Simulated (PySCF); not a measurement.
## NaCl: from constants to spectrum

RHF-CCSD(T) constants of NaCl, ¹Σ⁺ (singlet), closed shell (Na def2-TZVPP, Cl def2-TZVPP; no relativity (PySCF 2.14); masses 22.9898 and 34.9689 u):

* ωe: 365.0 cm⁻¹
* ωexe: 1.8 cm⁻¹
* Be: 0.21817 cm⁻¹
* αe: 0.00168 cm⁻¹
* De to Na + Cl: 4.00 eV

(1) What force constant and bond length do these constants imply?

(2) Estimate the centrifugal constant D from the Kratzer relation and find the Dunham coefficient a1.

Correlated steps freeze 6 core orbitals. Where the molecule has an RHF reference, its open-shell atoms are computed with UHF.

Results:

(1) Reduced mass μred = 13.871 u; k = 5.8918×10⁻⁷·μred·ωe² (u, cm⁻¹, mdyn/Å) = 1.09 mdyn/Å; Re = √(16.8576/(μred·Be)) (u, cm⁻¹, Å) = 2.360 Å.

(2) D = 4Be³/ωe² = 3.12e-07 cm⁻¹; a1 = −1 − αeωe/(6Be²) = -3.15.
